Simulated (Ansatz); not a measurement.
Frontier orbitals of C3H3Cl (`ClC1C=C1`).

Total charge 0; spin multiplicity 1. Geometry: relaxed with PBE0-D4/def2-TZVP. Basis def2-TZVPP, the Gaussian-basis code of Ansatz.

A caution on the coupled-cluster cation, which keeps the state that its UHF reference found: it lies well above the hybrids' cation and may not be the lowest state.

Orbital energies of one run (eV). Highest occupied ones, from the top: -10.61, -10.84, -11.18, -13.41, -13.73, -15.78, -17.98, -19.83, -20.12, -25.88, -29.16, -195.21, -195.21, -195.48. Empty: 1.90, 3.67, 4.17, 4.30, 4.68, 5.98.

Problem. Which functional gave them?
A. PBE0
B. B3LYP
C. PBE
D. LC-ωPBE

Solution. D. HOMO energies: LC-ωPBE -10.61, B3LYP -7.58, PBE0 -7.83, PBE -6.49 eV.

B3LYP here is the variant with VWN-RPA as its local correlation; programs differ in this. LC-ωPBE has ω = 0.4 bohr⁻¹.
